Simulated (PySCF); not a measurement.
# Ionisation energy of Mg by level of theory

Mg [Ne] 3s2 (1S) → Mg⁺ [Ne] 3s1 (2S), as a difference of total energies. All numbers are calculated (PySCF 2.14, the non-relativistic Hamiltonian (point nucleus), in aug-cc-pVQZ (7s6p4d3f2g, 84 functions)). Correlated levels: valence: [Ne] frozen. The calculations carry no spin-orbit coupling.

```json
{"method": "UHF", "ionisation energy (eV)": "6.606", "error (eV)": "-1.040"}
{"method": "MP2 (valence)", "ionisation energy (eV)": "7.271", "error (eV)": "-0.375"}
{"method": "SCS-MP2 (valence)", "ionisation energy (eV)": "7.404", "error (eV)": "-0.242"}
{"method": "CCSD (valence)", "ionisation energy (eV)": "7.529", "error (eV)": "-0.117"}
```

Reference: 7.646 eV (measured; NIST Atomic Spectra Database, ionization energies).

Errors of the correlated levels include the incompleteness of this basis and the frozen core.

With two correlated electrons CCSD is exact in that space.
